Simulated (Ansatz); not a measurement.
Lattice constant a (Å) of 24 elemental metals, computed with PBE (Ansatz, an electronic-structure program, plane waves, PAW) and with r²SCAN+rVV10 (Ansatz, PAW). The set holds measured phases with no doubt noted on the run or the magnetic state but for the caveats below. 19 more of the class have both values but aren't in it, for one of these reasons: built or high-temperature cells, doubts on the run or the magnetic state, unlike cells, values of zero, layered or molecular crystals, cells that aren't cubic. Solids without a value at one level (not run, failed, or a magnetic order lost), or held back for tests, aren't counted.

All rows, in order of the shift (worked out from unrounded values):

```tsv
solid	PBE	r²SCAN+rVV10	shift (%)
fcc Cu	3.629	3.561	-1.88
fcc Ag	4.147	4.076	-1.73
fcc Pb	5.040	4.957	-1.66
fcc Ni	3.519	3.467	-1.49
fcc Au	4.158	4.100	-1.39
fcc Pd	3.943	3.892	-1.30
fcc Al	4.040	3.989	-1.25
fcc Rh	3.830	3.788	-1.11
fcc Pt	3.970	3.927	-1.10
fcc Ir	3.871	3.834	-0.95
bcc V	2.997	2.975	-0.73
bcc W	3.184	3.161	-0.71
bcc Ta	3.319	3.296	-0.70
bcc Mo	3.161	3.144	-0.54
bcc Nb	3.310	3.295	-0.44
bcc Ba	5.021	5.010	-0.23
bcc Cs	6.162	6.169	+0.12
bcc Rb	5.670	5.683	+0.24
bcc Na	4.197	4.208	+0.27
fcc Ca	5.526	5.547	+0.37
bcc K	5.284	5.310	+0.49
fcc Sr	6.030	6.076	+0.76
bcc Fe	2.831	2.857	+0.90
bcc Li	3.435	3.475	+1.18
```

The shift from PBE to r²SCAN+rVV10 has a median of -0.70 %, and eight in ten lie between -1.61 % and +0.68 %; r²SCAN+rVV10 is the larger in 8 of 24.

Ansatz's runs of these crystals have no spin polarisation, but for bcc Fe, fcc Ni. Meta-GGA and hybrid levels favour moments, which can bear on fcc Pd, bcc Fe, bcc V, fcc Pt, fcc Rh, fcc Ni.

Density-functional runs with spin start from parallel moments for bcc Fe, parallel moments for fcc Ni.

Spin–orbit coupling is left out, also for the solids with elements from indium on (bcc Ta, fcc Pt, bcc Ba, bcc W, fcc Ir, bcc Cs, fcc Pb, fcc Au); its size isn't shown.

Ansatz's density-functional and Hartree–Fock values are scalar-relativistic unless marked +SOC, with PAW data made under PBE.
